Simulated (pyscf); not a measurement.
## Elimination: H₂C=CH–CH₂–F → H₂C=C=CH–F + H₂

Gas phase, singlet surface, charge 0. Bonds broken: C2–H6, C4–H7. Bonds formed: H6–H7. Optimised with ωB97X-D3(BJ)/def2-SVP in PySCF.

Transition state (Å):

```xyz
9

F      1.9378    -0.0691    -0.4886
C      1.3168     0.1653     0.6584
H      1.9799     0.5931     1.4118
C      0.1382    -0.4884     0.9889
C     -0.8888    -1.1148     0.4069
H      0.2920     1.1662     1.7202
H      0.0119     0.2460     2.0769
H     -1.5586    -1.7517     0.9895
H     -1.1069    -0.9702    -0.6560
```

One imaginary mode, 1682i cm⁻¹; descent along it reached the two sides named.

```tsv
bond	change	reactant side (Å)	saddle	product side
C2–H6	breaks	1.106	1.783	3.6
C4–H7	breaks	1.098	1.319	3.0
H6–H7	forms	2.556	1.026	0.761
```

Electronic energies relative to the reactant's lowest minimum found (kJ/mol):

| level | barrier | reaction energy | reverse barrier |
|---|---|---|---|
| ωB97X-D3(BJ)/def2-TZVP | 468.2 | +220.7 | 247.5 |
| PBE/def2-TZVP | 394.2 | +194.1 | 200.1 |
| r²SCAN/def2-TZVP | 419.5 | +205.8 | 213.7 |
| B3LYP-D3(BJ)/def2-TZVP | 434.7 | +200.4 | 234.3 |
| PBE0-D3(BJ)/def2-TZVP | 436.3 | +219.6 | 216.8 |
| M06-2X/def2-TZVP | 461.9 | +210.0 | 251.9 |
| ωB97M-D3(BJ)/def2-TZVP | 452.9 | +212.2 | 240.6 |
| HF/def2-TZVP | 557.5 | +225.3 | 332.2 |

With ωB97M-D3(BJ)/def2-TZVP energies and thermal terms (ideal gas, 1 atm, RRHO with modes under 100 cm⁻¹ raised to 100, one conformer, R ln 2 for chiral ones without a mode under 150 cm⁻¹), in kJ/mol:

```
T (K)    ΔH‡    ΔG‡      ΔH      ΔG
-----  -----  -----  ------  ------
298    423.6  422.6  +182.3  +145.2
600    425.1  420.9  +187.7  +105.2
900    426.4  418.6  +189.5   +63.5
1200   427.0  415.8  +189.0   +21.6
```

The same reactants have a lower exit, to H₂C=C=CH₂ + HF (barrier +310.6 kJ/mol at ωB97M-D3(BJ)/def2-TZVP, against +452.9 kJ/mol here). This is the saddle that the search found; another between the same sides may lie lower.
